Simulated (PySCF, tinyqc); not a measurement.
Worked calculation: RHF in the sto-6g basis, for BH, spin multiplicity 1. This run ends on a higher stationary point, not on the lowest solution. The lowest restricted solution is unstable here: a spin-polarised one lies 0.0154 hartree lower (PySCF). Computed by tinyqc, a small Python program that keeps every step (integrals from PySCF). Settings: charge = 0, multiplicity = 1, basis = sto-6g, energy threshold = 1e-09, iteration cap = 58, orthogonalisation = symmetric, start = Wolfsberg-Helmholz matrix, DIIS depth = 3, DIIS from iteration = 2, method = RHF. Command: `OMP_NUM_THREADS=1 python tinyqc.py 31306 31307 out.jsonl` (the two numbers bound the seeds that draw the settings). One thread of a shared host (Intel(R) Xeon(R) Processor @ 2.60GHz), about 0.07 s of CPU time with the checks.

Geometry (angstrom):

| atom | x | y | z |
|---|---|---|---|
| B | 0.000000 | 0.000000 | 0.000000 |
| H | 0.000000 | 0.000000 | 1.086000 |

Stop when the energy changes by less than 1e-09 hartree and every element of the error matrix X^T (F D S - S D F) X is below 9e-06.

Course of the cycle:

| iteration | E (hartree) | change | largest element of the error matrix |
|---|---|---|---|
| 1 | -24.65209530 | - | 2.88e-01 |
| 2 | -24.70815123 | -5.61e-02 | 7.07e-02 |
| 3 | -24.72081405 | -1.27e-02 | 3.43e-02 |
| 4 | -24.72406528 | -3.25e-03 | 3.06e-03 |
| 5 | -24.72407251 | -7.22e-06 | 2.02e-04 |
| 6 | -24.72407255 | -4.20e-08 | 1.69e-05 |
| 7 | -24.72407255 | -2.15e-10 | 2.57e-06 |

Can the last value be used, and what does the course show?

No, though the log alone does not show it. Converged in 7 iterations. But the solution lies 0.26881 hartree above the reference: it is another stationary point, not the lowest restricted one. Reruns (cap 100 unless said): DIIS 8: converged in 8 to a higher stationary point; damping 0.5: converged in 31 to a higher stationary point; level shift 0.5: converged in 25 to a higher stationary point; atomic densities as start, DIIS 8: converged in 6. PySCF RHF in the same basis = -24.99287852 hartree.
